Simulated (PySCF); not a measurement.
C2H2F2O2.
Atom-mapped SMILES: `[O:1]=[C:2]([OH:3])[CH:4]([F:5])[F:6]` (hydrogens: H7 on O3; H8 on C4)

Computed with PySCF 2.14.0, PBE0-D3(BJ)/def2-SVP geometry optimisation, gas phase.

(1) What internal coordinates does the optimisation give?

## Answers

(1) 
```csv
bond,length (bohr)
O1=C2,2.260
C2–O3,2.512
C2–C4,2.894
"C4–F5, C4–F6",2.532
O3–H7,1.834
C4–H8,2.091
```

Bonds in one row agree within 0.02 bohr and their mean is given. A selection of angles:
```csv
angle,degrees
O1–C2–O3,125.2
O1–C2–C4,123.2
O3–C2–C4,111.5
C2–O3–H7,107.0
C2–C4–F5,109.1
C2–C4–F6,110.9
C2–C4–H8,109.7
F5–C4–F6,109.3
F5–C4–H8,109.1
```

Torsions: O1–C2–C4–F5 -28° (synperiplanar); H7–O3–C2–O1 0° (synperiplanar). The mirror-image conformer, all signs reversed, is as good.

The C–O distances run from 1.196 Å (O1=C2, drawn double) to 1.329 Å (C2–O3, drawn single), a spread of 0.133 Å.

PBE0-D3(BJ)/def2-SVP frequencies: not computed here. One conformer, not necessarily the lowest (O1–C2–O3–H 0°, O1–C2–C4–F5 -28°).
